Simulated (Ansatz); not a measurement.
**AlH (singlet): wave-function methods side by side at distance Al1–H2 = 2.065 Å, cc-pVQZ**

Aim: climb from Hartree-Fock through coupled cluster and multireference methods for AlH (singlet) at one geometry and basis, and see what each rung misses.

Method: cc-pVQZ, core rule «outside noble gas», up to 5 orbitals frozen; program: Ansatz 0.2.0, Gaussian basis.

The runs, in order: UHF; CCSD(T) on RHF; BCCD(T) on RHF; CCSDT(Q) on RHF; CASSCF and NEVPT2, 4 electrons in 5 orbitals; Full CI.

17 further runs of the same task are left out: 10 that didn't finish, 7 set aside as unsound or not needed.

## (1) The system

The geometry derives from a PBE0/def2-TZVP stationary point (not a proven minimum). One bond is set to the value named and the two fragments are kept rigid.

2 atoms, charge 0, spin multiplicity 1.

Atoms are counted from 1 here; the program's logs count them from 0.

No contacts short enough for the rule that draws bonds.

## (2) UHF

Input file in.yaml:

```yaml
crystal:
  periodic: [false, false, false]
  atoms:
    - {symbol: Al, position_ang: [0.000000, 0.000000, 0.000000]}
    - {symbol: H, position_ang: [0.000000, 0.000000, 2.065000]}
basis:
  gaussian: {orbitals: cc-pVQZ}
magnetization: {spin_polarized: true, initial_magnetization: 0}
hamiltonian: {xc: hf}
output: {orbitals: {seedname: orbitals}}
```

Launch:

```console
$ ansatz run in.yaml --threads 1 --pin off --events-out ev --progress --plain --max-ram 2393MiB
```

The runs that follow: CCSD(T) on RHF; BCCD(T) on RHF; CCSDT(Q) on RHF; CASSCF and NEVPT2, 4 electrons in 5 orbitals; Full CI.

Q: Predict the results of all the runs planned. Wanted: FCI below the RHF energy; RMP2 from FCI; RCCSD from FCI; RCCSD(T) from FCI; RCCSDT(Q) from FCI; NEVPT2 valence from FCI; T1 diagnostic; effectively unpaired electrons.

**Answer**, as computed:

| quantity | value |
| --- | --- |
| FCI below the RHF energy | -2.4091 eV |
| RMP2 from FCI | +59.3 kJ/mol |
| RCCSD from FCI | +6.4 kJ/mol |
| RCCSD(T) from FCI | +1.5 kJ/mol |
| RCCSDT(Q) from FCI | 0.0 kJ/mol |
| NEVPT2 valence from FCI | +34.3 kJ/mol |
| levels within 1 kcal/mol (43 meV) | RCCSD(T), BCCD(T), RCCSDT, RCCSDT(Q) |
| T1 diagnostic | 0.017 |
| effectively unpaired electrons | 0.11 |

RCCSD(T) lands +1.5 kJ/mol from the yardstick (0.6 % of the correlation energy). One determinant dominates. These misses are within one basis, not against nature.
